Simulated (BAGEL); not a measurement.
**C3H4ClF (SMILES F/C=C/CCl): B3LYP/cc-pVDZ (density fitting with qzvpp-jkfit)**

Aim: the energy change on altering one bond length of C3H4ClF at B3LYP/cc-pVDZ (density fitting with qzvpp-jkfit), from 2 runs. 

The calculation is run with BAGEL 1.2.2.

1 further run of the same task is left out (it didn't finish).

### Step 1. The molecule

C3H4ClF: 9 atoms, total charge 0, spin state singlet. As SMILES, `F/C=C/CCl`. The coordinates come from a GFN2-xTB relaxation. This is one conformer, not always the lowest.

Bond lengths: F1–C2 1.338 Å, C2–C3 1.321 Å, C3–C4 1.483 Å, C4–Cl5 1.802 Å, C2–H6 1.081 Å, C3–H7 1.080 Å, C4–H8 1.089 Å, C4–H9 1.089 Å. Some angles: F1–C2–C3 121.8°, C2–C3–C4 122.9°, C3–C4–Cl5 109.3°, F1–C2–H6 112.1°, C3–C2–H6 126.1°, C2–C3–H7 119.8°, C4–C3–H7 117.2°, C3–C4–H8 111.7°, C3–C4–H9 112.1°, Cl5–C4–H8 106.0°.

### Step 2. A single-point energy at B3LYP/cc-pVDZ (density fitting with qzvpp-jkfit)

Input file input.json:

```json
{ "bagel": [

{
  "title": "molecule",
  "basis": "cc-pvdz.json",
  "df_basis": "qzvpp-jkfit",
  "angstrom": true,
  "geometry": [
    { "atom": "F", "xyz": [       1.968590,       1.190880,      -1.165760 ] },
    { "atom": "C", "xyz": [       0.770680,       0.644010,      -0.930220 ] },
    { "atom": "C", "xyz": [       0.515470,      -0.018010,       0.184160 ] },
    { "atom": "C", "xyz": [      -0.807360,      -0.620880,       0.477240 ] },
    { "atom": "Cl", "xyz": [      -1.636440,       0.349640,       1.748780 ] },
    { "atom": "H", "xyz": [       0.084230,       0.800650,      -1.750100 ] },
    { "atom": "H", "xyz": [       1.276460,      -0.100360,       0.946590 ] },
    { "atom": "H", "xyz": [      -0.710600,      -1.626890,       0.883190 ] },
    { "atom": "H", "xyz": [      -1.461030,      -0.619050,      -0.393880 ] }
  ]
},

{
  "title": "ks",
  "xc_func": "b3lyp"
},

{
  "title": "print",
  "file": "orbitals.molden",
  "orbitals": true
}

]}
```

The basis set cc-pVDZ is read from a file made from the Basis Set Exchange's data (not shown).

Started as:

```bash
$ BAGEL_NUM_THREADS=1 BAGEL input.json > input.out
```

Log:

```text
* using 1 threads per process

  ===============================================================
  ===============================================================

  *** Geometry ***

  { "atom" : "F", "xyz" : [      3.720096,      2.250437,     -2.202967 ] },
  { "atom" : "C", "xyz" : [      1.456374,      1.217003,     -1.757861 ] },
  { "atom" : "C", "xyz" : [      0.974097,     -0.034034,      0.348012 ] },
  { "atom" : "C", "xyz" : [     -1.525689,     -1.173293,      0.901853 ] },
  { "atom" : "Cl", "xyz" : [     -3.092423,      0.660724,      3.304715 ] },
  { "atom" : "H", "xyz" : [      0.159172,      1.513009,     -3.307210 ] },
  { "atom" : "H", "xyz" : [      2.412160,     -0.189653,      1.788796 ] },
  { "atom" : "H", "xyz" : [     -1.342839,     -3.074377,      1.668987 ] },
  { "atom" : "H", "xyz" : [     -2.760947,     -1.169835,     -0.744325 ] },

  Number of auxiliary basis functions:      502

  Since a DF basis is specified, we compute 2- and 3-index integrals:
    o Being stored without compression. Storage requirement is 0.035 GB

  Number of basis functions:       94
  Number of electrons      :       48

    * METHOD: MOLECULE                             0.72

  *** Kohn-Sham DFT ***

    * Removing 17143 points whose weight is below 1.00e-10
    * Grid points: 117011

  === Nuclear Repulsion ===
   201.6042444370

       - DIIS with orbital gradients will be used.

  === KS iteration (b3lyp / cc-pvdz.json) ===
      0       -651.19681052          0.09028497           1.01
      1       -641.56280388          0.16874997           1.09
      2       -649.33539197          0.15062803           1.04
      3       -664.75630536          0.11888551           1.12
      4       -674.40482257          0.05695723           1.07
      5       -676.47974125          0.02053874           0.91
      6       -676.65533870          0.01262238           1.07
      7       -676.74995981          0.00440487           1.15
      8       -676.76310156          0.00111098           1.04
      9       -676.76417676          0.00047547           1.00
     10       -676.76442806          0.00007083           0.99
     11       -676.76442935          0.00005631           1.05
     12       -676.76443139          0.00001639           0.91
     13       -676.76443145          0.00001537           0.98
     14       -676.76443162          0.00000099           1.19
     15       -676.76443162          0.00000032           1.02
     16       -676.76443162          0.00000008           0.98
     17       -676.76443162          0.00000004           1.04
     18       -676.76443162          0.00000001           0.95
    * SCF iteration converged.

    * Permanent dipole moment:
           (    0.033391,     0.523728,     0.501298) a.u.

    * METHOD: KS                                  21.90

    * METHOD: PRINT                                0.02

  ===============================================================
```

Run time: 23 s. Hardware: 1 thread of Intel Xeon at 2.50GHz (Skylake/Cascade Lake), shared host; peak memory 0.52 GiB.

### Step 3. The distorted shape

Input file dft.json:

```json
{ "bagel" : [

{
  "title" : "molecule",
  "basis" : "cc-pvdz.json",
  "df_basis" : "qzvpp-jkfit",
  "angstrom" : true,
  "geometry" : [
    { "atom" : "F", "xyz" : [    2.963475,    0.026269,   -2.691591 ] },
    { "atom" : "C", "xyz" : [    1.765565,   -0.520601,   -2.456051 ] },
    { "atom" : "C", "xyz" : [    1.510355,   -1.182621,   -1.341671 ] },
    { "atom" : "C", "xyz" : [    0.187525,   -1.785491,   -1.048591 ] },
    { "atom" : "Cl", "xyz" : [   -1.636440,    0.349640,    1.748780 ] },
    { "atom" : "H", "xyz" : [    1.079115,   -0.363961,   -3.275931 ] },
    { "atom" : "H", "xyz" : [    2.271345,   -1.264971,   -0.579241 ] },
    { "atom" : "H", "xyz" : [    0.284285,   -2.791501,   -0.642641 ] },
    { "atom" : "H", "xyz" : [   -0.466145,   -1.783661,   -1.919711 ] }
  ]
},
{
  "title" : "ks",
  "xc_func" : "b3lyp"
},
{
  "title" : "print",
  "file" : "orbitals.molden",
  "orbitals" : true
}

]}
```

The basis set cc-pVDZ is read from a file made from the Basis Set Exchange's data (not shown).

Started as:

```bash
$ BAGEL_NUM_THREADS=1 BAGEL dft.json > dft.out
```

Log:

```text
* using 1 threads per process

  ===============================================================
  ===============================================================

  *** Geometry ***

  { "atom" : "F", "xyz" : [      5.600156,      0.049641,     -5.086370 ] },
  { "atom" : "C", "xyz" : [      3.336434,     -0.983793,     -4.641264 ] },
  { "atom" : "C", "xyz" : [      2.854157,     -2.234830,     -2.535391 ] },
  { "atom" : "C", "xyz" : [      0.354371,     -3.374089,     -1.981550 ] },
  { "atom" : "Cl", "xyz" : [     -3.092423,      0.660724,      3.304715 ] },
  { "atom" : "H", "xyz" : [      2.039232,     -0.687787,     -6.190612 ] },
  { "atom" : "H", "xyz" : [      4.292220,     -2.390449,     -1.094607 ] },
  { "atom" : "H", "xyz" : [      0.537221,     -5.275172,     -1.214415 ] },
  { "atom" : "H", "xyz" : [     -0.880886,     -3.370631,     -3.627728 ] },

  Number of auxiliary basis functions:      502

  Since a DF basis is specified, we compute 2- and 3-index integrals:
    o Being stored without compression. Storage requirement is 0.035 GB

  Number of basis functions:       94
  Number of electrons      :       48

    * METHOD: MOLECULE                             0.77

  *** Kohn-Sham DFT ***

    * Removing 15166 points whose weight is below 1.00e-10
    * Grid points: 118988

  === Nuclear Repulsion ===
   161.7419691673

       - DIIS with orbital gradients will be used.

  === KS iteration (b3lyp / cc-pvdz.json) ===
      0       -642.96864372          0.09651238           1.11
      1       -563.90025947          0.16945209           0.99
      2       -512.56291154          0.20044707           0.87
      3       -565.46642402          0.06337789           0.86
      4       -500.48418064          0.19354310           1.00
      5       -631.31404924          0.14359714           1.04
      6       -639.64635687          0.12292502           1.08
      7       -524.94821485          0.13670929           0.99
      8       -641.88551571          0.11155063           0.89
      9       -539.86044895          0.11093384           1.05
[... 47 lines of this table left out ...]
     57       -676.63213602          0.00000016           0.97
     58       -676.63213602          0.00000003           0.93
     59       -676.63213602          0.00000001           0.97
     60       -676.63213602          0.00000001           0.89
    * SCF iteration converged.

    * Permanent dipole moment:
           (   -1.743335,     1.398923,     2.636854) a.u.

    * METHOD: KS                                  61.38

    * METHOD: PRINT                                0.01

  ===============================================================
```

It took 63 s on 1 thread of Intel Xeon at 2.50GHz (Skylake/Cascade Lake), shared host; peak memory 0.52 GiB.

### Step 4. What came out

Level: B3LYP/cc-pVDZ (density fitting with qzvpp-jkfit).

| quantity | value |
| --- | --- |
| first shape: total energy | -676.76443 Eh |
| first shape: dipole moment | 1.84 D |
| first shape: HOMO energy | -7.30 eV |
| first shape: LUMO energy | -0.40 eV |
| first shape: HOMO–LUMO gap | 6.90 eV |
| distorted shape: total energy | -676.63214 Eh |
| distorted shape: dipole moment | 8.79 D |
| distorted shape: HOMO energy | -6.43 eV |
| distorted shape: LUMO energy | -5.40 eV |
| distorted shape: HOMO–LUMO gap | 1.03 eV |
| energy change with the C4–Cl5 bond stretched from 1.802 to 3.964 Å | 3.600 eV |

In words: One bond (distorted shape) is far stretched, which a spin-restricted single reference describes badly; a broken-symmetry solution may lie lower. With the C4–Cl5 bond stretched from 1.802 to 3.964 Å the energy rises by 3.60 eV (83 kcal/mol). The first shape isn't relaxed at this level, so the change isn't measured from a minimum. A restricted reference can't describe the breaking bond well at this length.
